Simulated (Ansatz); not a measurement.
# 1T (CdI2-type) ZrSe2

Computed with LC-ωPBE (Ansatz, a first-principles code, PAW).

Run with plane-wave cutoff 460 eV, 9×9×4 k mesh (along the axes of the cell as run), Fermi–Dirac smearing 0.01 eV, scalar-relativistic PAW data made under PBE.

Cell (relaxed at this level):

```cif
data_Se2Zr
_chemical_formula_sum 'Zr1 Se2'
_space_group_name_H-M_alt 'P-3m1'
_space_group_IT_number 164
_space_group_name_Hall '-P 3 2"'
_cell_length_a 3.78107
_cell_length_b 3.78107
_cell_length_c 6.55774
_cell_angle_alpha 90.000
_cell_angle_beta 90.000
_cell_angle_gamma 120.000
loop_
_atom_site_label
_atom_site_type_symbol
_atom_site_symmetry_multiplicity
_atom_site_Wyckoff_symbol
_atom_site_fract_x
_atom_site_fract_y
_atom_site_fract_z
_atom_site_occupancy
Zr1 Zr 1 a 0.00000 0.00000 0.00000 1
Se1 Se 2 d 0.33333 0.66667 0.23613 1
```

```
Quantity                       Result
--------  ---------------------------
band gap  5.40 eV (on the SCF k mesh)
```

Measured, for comparison: band gap 1.18 eV (temperature not stated, no zero-point or thermal correction, fundamental, indirect, our sources range from 0.90 to 1.20; as tabulated in Rybak et al. (2022), arXiv:2210.12074).

Note: the cell comes from a level without a dispersion term, which matters for the spacing of layers, chains or molecules; the cell has widely spaced layers and the level no dispersion term, so their spacing and the moduli can rest on weak binding.

Spin–orbit coupling is not included.

The computed numbers hold no vibrational or temperature effects.

It cost roughly 2.3 core-hours of CPU time.
